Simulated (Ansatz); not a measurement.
in.yaml

```yaml
crystal:
  periodic: [false, false, false]
  atoms:
    - {symbol: O, position_ang: [-1.026673, -0.231644, 0.000000]}
    - {symbol: H, position_ang: [-1.275982, 0.694932, 0.000000]}
    - {symbol: H, position_ang: [0.373327, -0.231644, 0.000000]}
    - {symbol: S, position_ang: [1.929327, -0.231644, 0.000000]}
basis:
  gaussian: {orbitals: cc-pVTZ}
magnetization: {spin_polarized: false, initial_magnetization: 2}
correlation: {method: ccsdt_q, electrons: outside_noble_gas}
```

```sh
$ ansatz run in.yaml --threads 2 --pin off --events-out ev --progress --plain --max-ram 16896MiB --backend cuda --devices 0, --max-vram 18GiB
```

Log:

```
1120 factors; integrals over basis functions are off by at most 2.1e-7 eV
mean field evaluation 1: about -12878.7374 eV, gradient 4.6e1 eV
mean field evaluation 2: about -12878.7398 eV, gradient 4.6e1 eV
mean field evaluation 4: about -12880.8805 eV, gradient 3.0e1 eV
mean field evaluation 8: about -12883.3551 eV, gradient 4.9e-1 eV
mean field evaluation 16: about -12883.3591 eV, gradient 2.1e-6 eV
mean field evaluation 32: about -12883.9575 eV, gradient 2.0e0 eV
mean field evaluation 64: about -12884.0160 eV, gradient 2.7e-3 eV
mean field evaluation 96: about -12883.9581 eV, gradient 3.8e-6 eV
mean field evaluation 128: about -12883.9461 eV, gradient 7.0e-1 eV
mean field evaluation 160: about -12883.9998 eV, gradient 1.3e-1 eV
...
cycle  30  -12.11327325 eV  change   -7.7e-6 eV  update   1.4e-5
cycle  31  -12.11327707 eV  change   -3.8e-6 eV  update   1.0e-5
cycle  32  -12.11327228 eV  change    4.8e-6 eV  update   8.2e-6
cycle  33  -12.11326410 eV  change    8.2e-6 eV  update   5.9e-6
cycle  34  -12.11326124 eV  change    2.9e-6 eV  update   3.9e-6
cycle  35  -12.11326399 eV  change   -2.7e-6 eV  update   2.8e-6
cycle  36  -12.11326658 eV  change   -2.6e-6 eV  update   2.1e-6
cycle  37  -12.11326955 eV  change   -3.0e-6 eV  update   1.7e-6
cycle  38  -12.11327148 eV  change   -1.9e-6 eV  update   1.2e-6
cycle  39  -12.11327164 eV  change   -1.7e-7 eV  update   7.4e-7
perturbative correction -0.02547373 eV, -0.0009361423 hartree
Total energy: -12896.15469854 eV, -473.9249438437 hartree
```

For the same geometry and basis UCCSDT(Q) lies 2.3 meV lower.

Ran on 2 threads of AMD EPYC 7R13 with a shared H100 80 GB, shared host: 39 s wall, 1.2 GiB peak host memory.
